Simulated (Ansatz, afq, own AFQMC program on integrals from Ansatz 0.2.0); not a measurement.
# Zr, triplet: AFQMC among the cluster methods

A free Zr atom.

Basis def2-SVP with its core potentials. Only valence electrons are correlated. AFQMC by an in-house program on the Cholesky factors that Ansatz 0.2.0 writes for its CCSD(T) run. The CISD trial takes its coefficients from CCSD amplitudes. Released means that phaseless walkers are propagated on without the constraint, phases kept. ± is one standard error of the sampling. No spin–orbit coupling. The metal's outer-core s and p shells are frozen, which shifts wave-function levels against functionals.

Determinant: UHF, the one that the program's search chose, which needn't be the lowest solution.

Full CI on the same integrals is exact in this basis and with this determinant's frozen core.

Cautions: no spin-orbit coupling; outer-core shells of the metal frozen; the released energies are still falling, so no released level is given (meV from the phaseless value at times in 1/Eh: -1.8 ± 1.2 at 0.24, -4.0 ± 1.1 at 0.50, -7.0 ± 1.3 at 1.00, -8.9 ± 1.1 at 1.50).

The T1 diagnostic is 0.0232. The weight of the determinant in the CISD state is 0.917, the ⟨S²⟩ of the determinant is 2.015 and the size of the correlated space is 4 electrons in 27 orbitals.

Reference: full CI, correlation energy -1.356 eV.

```csv
level,E − E(reference) (kJ/mol),share of correlation (%)
HF,130.9,0.00
MP2,40.2,69.28
CCSD,7.2,94.51
CCSD(T),2.8,97.82
CCSDT,0.2,99.84
CCSDT(Q),0.1,99.94
ph-AFQMC/HF,13.6 ± 0.9,89.60
ph-AFQMC/CISD,2.1 ± 0.1,98.41
```

CCSDT and higher add their correlation energy to the determinant of the CCSD(T) run, since their own runs factorise the integrals more tightly (a shift of under 2 meV). A walk keeps the symmetry of its determinant, which the program's search chose and which needn't be the lowest solution, so a lower state of the same spin and another symmetry isn't excluded.
